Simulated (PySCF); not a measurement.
C3H7S (doublet state).
Geometry (GFN2-xTB, Å), atoms numbered from 1 in this order:
```
atom  x, y, z in Å
C1     0.8791   -0.8901   -0.1072
C2     0.0709    0.3471    0.0574
C3    -1.3532    0.2507    0.4714
S4     0.5063    1.7685   -0.8514
H5     0.6748   -1.5726    0.7173
H6     0.6399   -1.4172   -1.0392
H7     1.9464   -0.6675   -0.1192
H8    -1.7479    1.2362    0.7116
H9    -1.4444   -0.3919    1.3472
H10   -1.9837   -0.1780   -0.3172
H11    1.8173    1.5175   -0.8966
```

The hyperfine couplings belong to this conformer and change with its torsions.

Identity: `C[C](C)S` [radical].

Computed with UKS B3LYP, pcH-1 on C H S, non-relativistic, mean-field spin-orbit, GIAO in PySCF. One conformer (not necessarily the lowest) at the GFN2-xTB geometry, without solvent, vibrations or thermal averaging. The geometry wasn't refined by DFT: couplings that depend on bond lengths, twists or pyramidal angles can differ widely from those at the functional's own minimum. No stability test was run, so a lower SCF solution isn't excluded.

Principal values of hyperfine tensors in MHz (contact, dipolar and spin–orbit terms together), for some of the nuclei:

| atom | isotope | A1 | A2 | A3 |
| --- | --- | --- | --- | --- |
| C2 | 13C | 77.70 | 78.18 | 300.17 |
| H10 | 1H | 113.38 | 114.49 | 124.63 |
| H6 | 1H | 112.11 | 113.24 | 123.27 |
| H9 | 1H | 36.68 | 37.43 | 50.77 |
| H7 | 1H | 25.34 | 26.11 | 39.15 |
| H5 | 1H | 14.93 | 16.06 | 29.46 |
| H8 | 1H | 13.47 | 14.11 | 26.64 |
| C1 | 13C | -19.11 | -18.92 | -13.50 |

(1) Give the isotropic coupling of each nucleus in MHz and in mT (g = 2.0039), and the anisotropic part.

(2) What spin density at the nucleus of H10 lies behind its contact coupling (g_N = 5.58569)?

(3) C3 (13C, g_N = 1.40482) isn't in the table. Its spin density at the nucleus is -0.02392 bohr⁻³. What is its contact coupling?

(4) Name the largest traceless tensor T of the table and describe it.

(5) What first-order splitting does C2 cause when the field lies along A1, A2 or A3 of its tensor (g taken as isotropic, no quadrupole term)?

Answers

(1) a_iso = (A1 + A2 + A3)/3, Ti = Ai − a_iso; 1 mT corresponds to 28.047 MHz. The tensors hold a spin–orbit part: the run splits a_iso into a_FC + a_SO, and T includes its anisotropic share.

```tsv
atom	a_iso (MHz)	a_FC	a_SO	a_iso (mT)	T1	T2	T3
C2	152.02	151.76	0.26	5.420	-74.32	-73.84	148.15
H10	117.50	117.49	0.01	4.189	-4.12	-3.01	7.13
H6	116.21	116.21	0.00	4.143	-4.10	-2.97	7.07
H9	41.63	41.62	0.00	1.484	-4.95	-4.20	9.15
H7	30.20	30.18	0.02	1.077	-4.86	-4.09	8.95
H5	20.15	20.15	0.00	0.718	-5.22	-4.09	9.31
H8	18.07	18.06	0.01	0.644	-4.61	-3.96	8.57
C1	-17.18	-17.19	0.01	-0.612	-1.93	-1.74	3.67
```

(2) a_FC = 800.24 MHz bohr³ × g_N × ρ(0)/(2S). With a_FC = 117.49 MHz and 2S = 1, ρ(0) = 0.02629 bohr⁻³. In magnitude that is 8.3 % of the 1/π = 0.318 of a free hydrogen atom.

(3) By the same relation, a_FC = -26.9 MHz. Its full tensor has the principal values -28.51, -27.92, -24.20 MHz.

(4) C2: -74.3, -73.8, 148.2 MHz (the dipolar term alone has -74.6, -73.8, 148.4), axial, in the ratio −1:−1:+2, the form that spin in one p orbital centred on that nucleus gives.

(5) 2 lines (I = 1/2), spaced by |A_i|/(g × 13.996): 2.77, 2.79, 10.70 mT along the axes of A1, A2 and A3.
